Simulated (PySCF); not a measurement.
Species: CH3CH2CF2CH3, C4H8F2.
Z-matrix (Å and degrees, PBE0-D3(BJ)/def2-SVP geometry), rows numbered from 1:
```
C 
C   1  1.5185
C   2  1.5158  1  114.34
C   3  1.5075  2  116.72  1    63.15
F   3  1.3648  2  107.87  1  -174.48
F   3  1.3670  2  108.65  1   -59.87
H   1  1.0994  2  110.67  3   173.94
H   1  1.1009  2  112.06  3   -66.26
H   1  1.0998  2  110.68  3    54.33
H   2  1.1014  1  111.23  3   122.17
H   2  1.1015  1  110.68  3  -119.32
H   4  1.0978  3  110.65  2   -62.72
H   4  1.0983  3  110.30  2    58.32
H   4  1.0985  3  108.73  2   177.83
```

Linear response at PBE0/def2-SVPD (PySCF, frozen core in the response, non-relativistic).

Static isotropic polarisability: 52.01 au (7.71 Å³), principal values 48.7, 51.2, 56.1 au.

Question: What is the polarisability at 1064 nm and at the sodium D line?

Answer: 52.29 au at 1064 nm (+0.6 %), 52.96 au at 589.3 nm (+1.8 %). The rise at 589.3 nm is 3.31 times that at 1064 nm; a pure ω² law gives 3.26. The lowest singlet lies at 141 nm, shorter than both wavelengths.

Question: What is the isotropic C6 coefficient between two such molecules, C6 = (3/π)∫α(iω)² dω?

Answer: 1329 au (Eh·bohr⁶) by a ten-point quadrature over imaginary frequencies, which is 794 eV·Å⁶ or 76.6 J·nm⁶/mol.

Question: Which effective excitation energy ω̄ makes London's formula C6 = (3/4)α²ω̄ exact here?

Answer: ω̄ = 4·C6/(3α²) = 0.655 Eh = 17.8 eV. A one-pole form α(ω) = α/(1 − ω²/ω̄²) fitted to the 1064 nm value gives 15.7 eV.

Question: How many electrons N does the Slater–Kirkwood formula C6 = (3/4)·√N·α^(3/2) need to give this C6?

Answer: N = (4·C6/3)²/α³ = 22.3; the species has 50 electrons in all.

Question: What does −C6/R⁶ come to at R = 12 Å between centres?

Answer: -26 J/mol. This is the leading, orientation-averaged term; C8 and higher terms are left out.

Question: What molar refraction at the D line follows from R = (4π/3)·N_A·α′, with α′ the polarisability volume?

Answer: α′ = 7.85 Å³ gives R = 19.80 cm³/mol, for isolated, non-vibrating species.

One conformer stands for the species.
